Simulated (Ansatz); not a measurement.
Abridged output of a molecular run in Ansatz:

```
Functional definition: HF
1307 factors; integrals over basis functions are off by at most 1.5e-3 eV
mean field evaluation 1: about -8996.7970 eV, gradient 3.8e1 eV
mean field evaluation 2: about -8996.9629 eV, gradient 3.8e1 eV
mean field evaluation 4: about -9000.5117 eV, gradient 4.3e0 eV
mean field evaluation 8: about -9000.5651 eV, gradient 2.0e-1 eV
mean field -9000.56530239 eV, -330.7646740604 hartree, gradient 2.9e-6 eV, S^2 0.000000; 0 other end points of the search recorded, 0 dependent functions left out
6 core orbitals not correlated: weight in the atoms' cores, before any rotation towards them, 1.000 or more for the frozen orbitals, at most 0.000 for the correlated occupied ones
reference -9000.56530239 eV, -330.7646740604 hartree; 19, 19 occupied and 104, 104 virtual orbitals, 1307 factors
second order -25.42804377 eV of doubles, -0.00000000 eV of singles
cycle   1  -26.34612233 eV  change   -9.2e-1 eV  update   1.0e-1
cycle   2  -26.96047031 eV  change   -6.1e-1 eV  update   2.9e-2
cycle   3  -27.10192488 eV  change   -1.4e-1 eV  update   1.4e-2
cycle   4  -27.10003579 eV  change    1.9e-3 eV  update   2.8e-3
cycle   5  -27.10035903 eV  change   -3.2e-4 eV  update   1.1e-3
cycle   6  -27.10067845 eV  change   -3.2e-4 eV  update   3.5e-4
cycle   7  -27.10048536 eV  change    1.9e-4 eV  update   1.3e-4
cycle   8  -27.10043416 eV  change    5.1e-5 eV  update   4.3e-5
cycle   9  -27.10044023 eV  change   -6.1e-6 eV  update   1.4e-5
perturbative correction -0.68927667 eV, -0.0253304505 hartree
Total energy: -9028.35501929 eV, -331.7859273199 hartree
```

Its atoms:

Cartesian coordinates in Å:
```
C -1.3991 -0.6006 1.8495
C -0.0597 -0.3007 1.2305
O -0.2689 0.0977 -0.1157
C 0.8791 0.3046 -0.8308
C 0.5380 0.5355 -2.2733
F 1.5443 1.4275 -0.3406
H -1.9053 -1.4033 1.3101
H -1.2720 -0.9081 2.8896
H -2.0379 0.2842 1.8280
H 0.5886 -1.1885 1.2472
H 0.4536 0.4985 1.7752
H 1.5853 -0.5276 -0.6886
H -0.1508 1.3777 -2.3518
H 0.0621 -0.3531 -2.6895
H 1.4427 0.7562 -2.8398
```

(1) Which basis set was used?
A. def2-SVP
B. def2-SVPD
C. def2-QZVPP
D. def2-TZVPP

(2) Write the keys of the input that set method, charge and spin (a neutral closed shell needs none for the last two).

## Answers

(1) A. It gives 129 functions.

(2) 
```yaml
correlation: {method: ccsd_t}
```
